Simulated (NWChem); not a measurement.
System: methylamine (CH₅N); SMILES CN

The following NWChem deck was run.

```
start job
memory heap 200 mb stack 900 mb global 1100 mb
geometry units angstroms noautoz
  C     -0.007721     0.690034     0.000000
  N     -0.096730    -0.753659     0.000000
  H     -0.528114     1.096772    -0.881724
  H     -0.528114     1.096772     0.881724
  H      1.016671     1.119737     0.000000
  H      0.376435    -1.141446    -0.813320
  H      0.376435    -1.141446     0.813320
end
basis spherical
  * library def2-svp
end
dft
  xc becke88 lyp
  iterations 150
  grid medium becke
end
task dft gradient
```

Output (shortened):

```
             Northwest Computational Chemistry Package (NWChem) 7.3.0
             --------------------------------------------------------

 CS  symmetry detected

                             Geometry "geometry" -> ""
                             -------------------------

 Output coordinates in angstroms (scale by  1.889725989 to convert to a.u.)

  No.       Tag          Charge          X              Y              Z
 ---- ---------------- ---------- -------------- -------------- --------------
    1 C                    6.0000    -0.00877574    -0.69584993     0.00000000
    2 N                    7.0000    -0.09442946     0.74804602     0.00000000
    3 H                    1.0000    -0.53011257    -1.10137747    -0.88172400
    4 H                    1.0000    -0.53011257    -1.10137747     0.88172400
    5 H                    1.0000     1.01461489    -1.12793238     0.00000000
    6 H                    1.0000     0.37963545     1.13473237    -0.81332000
    7 H                    1.0000     0.37963545     1.13473237     0.81332000

 Effective nuclear repulsion energy (a.u.)      42.0591357843

      Symmetry information
      --------------------

 Group name             Cs
 Group number              2
 Group order               2
 No. of unique centers     5

                                 NWChem DFT Module
                                 -----------------

 Summary of "ao basis" -> "ao basis" (spherical)
 ------------------------------------------------------------------------------
       Tag                 Description            Shells   Functions and Types
 ---------------- ------------------------------  ------  ---------------------
 C                          def2-svp                 6       14   3s2p1d
 N                          def2-svp                 6       14   3s2p1d
 H                          def2-svp                 3        5   2s1p

      Symmetry analysis of basis
      --------------------------

        a'         34
        a"         19

            General Information
            -------------------
          SCF calculation type: DFT
          Wavefunction type:  closed shell.
          No. of atoms     :     7
          No. of electrons :    18
           Alpha electrons :     9
            Beta electrons :     9
          Charge           :     0
          Spin multiplicity:     1
          Use of symmetry is: on ; symmetry adaption is: on
          Maximum number of iterations: 150
          AO basis - number of functions:    53
                     number of shells:    27
          Convergence on energy requested:  1.00D-06
          Convergence on density requested:  1.00D-05
          Convergence on gradient requested:  5.00D-04

              XC Information
              --------------
                    Becke 1988 Exchange Functional  1.000
              Lee-Yang-Parr Correlation Functional  1.000

             Grid Information
             ----------------
          Grid used for XC integration:  medium
          Radial quadrature: Mura-Knowles
          Angular quadrature: Lebedev.
          Tag              B.-S. Rad. Rad. Pts. Rad. Cut. Ang. Pts.
          ---              ---------- --------- --------- ---------
          C                   0.70       49           7.0       434
          N                   0.65       49           7.0       434
          H                   0.35       45           9.0       434
          Grid pruning is: on
          Number of quadrature shells:   233
          Spatial weights used: Becke

      Superposition of Atomic Density Guess
      -------------------------------------

 Sum of atomic energies:         -94.36538716

      Non-variational initial energy
      ------------------------------

 Total energy =     -95.551843
 1-e energy   =    -209.107193
 2-e energy   =      71.496214
 HOMO         =      -0.312995
 LUMO         =       0.097047

      Symmetry analysis of molecular orbitals - initial
      -------------------------------------------------

  Numbering of irreducible representations:

     1 a'          2 a"

  Orbital symmetries:

     1 a'          2 a'          3 a'          4 a'          5 a"
     6 a'          7 a'          8 a"          9 a'         10 a'
    11 a'         12 a"         13 a'         14 a"         15 a'
    16 a"         17 a'         18 a'         19 a"

   convergence    iter        energy       DeltaE   RMS-Dens  Diis-err
 ---------------- ----- ----------------- --------- --------- ---------
 d= 0,ls=0.0,diis     1    -95.6969987834 -1.38D+02  1.41D-02  2.51D-01
 d= 0,ls=0.0,diis     2    -95.7057504248 -8.75D-03  7.13D-03  1.90D-01
 d= 0,ls=0.0,diis     3    -95.7211897981 -1.54D-02  2.63D-03  5.08D-02
 d= 0,ls=0.0,diis     4    -95.7264892938 -5.30D-03  4.02D-04  4.66D-04
 d= 0,ls=0.0,diis     5    -95.7265395560 -5.03D-05  8.63D-05  3.12D-05
  Resetting Diis
 d= 0,ls=0.0,diis     6    -95.7265432085 -3.65D-06  2.46D-05  3.38D-06
 d= 0,ls=0.0,diis     7    -95.7265436420 -4.34D-07  5.08D-06  2.85D-08

[...]

                         DFT ENERGY GRADIENTS

    atom               coordinates                        gradient
                 x          y          z           x          y          z
   1 C      -0.016584  -1.314966   0.000000   -0.000410   0.005411   0.000000
   2 N      -0.178446   1.413602   0.000000    0.010124  -0.006506   0.000000
   3 H      -1.001767  -2.081302  -1.666217    0.002490   0.002490   0.004616
   4 H      -1.001767  -2.081302   1.666217    0.002490   0.002490  -0.004616
   5 H       1.917344  -2.131483   0.000000   -0.005768   0.003618   0.000000
   6 H       0.717407   2.144333  -1.536952   -0.004462  -0.003751   0.006854
   7 H       0.717407   2.144333   1.536952   -0.004462  -0.003751  -0.006854
```

Level: BLYP/def2-SVP. Geometry: optimised at PBE0/def2-SVP.
